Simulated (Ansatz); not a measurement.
**Solid CO2 (dry ice): elastic constant C44 by level of theory**

No measured value is used here.

```csv
level (code),value (GPa),cell (Å³/atom)
LDA (Ansatz),7.20,12.30
PBEsol (Ansatz),[?],16.29
r²SCAN (Ansatz),4.81,14.48
HSE06-D3(BJ) (Ansatz),3.99,15.16
```

**Question.** What belongs in the gaps?

**Answer.** 
- PBEsol (Ansatz, an electronic-structure program), value (GPa): 1.74

LDA: LDA has no dispersion term either, though it tends to give short spacings of layers, chains or molecules. PBEsol, r²SCAN: the cell comes from a level without a dispersion term, which matters for the spacing of layers, chains or molecules. HSE06-D3(BJ): the dispersion coefficients are held fixed in the derivatives. Each level is taken at its own relaxed cell. Cutoffs differ between the levels. Ansatz's density-functional and Hartree–Fock values are scalar-relativistic unless marked +SOC, with PAW data made under PBE.
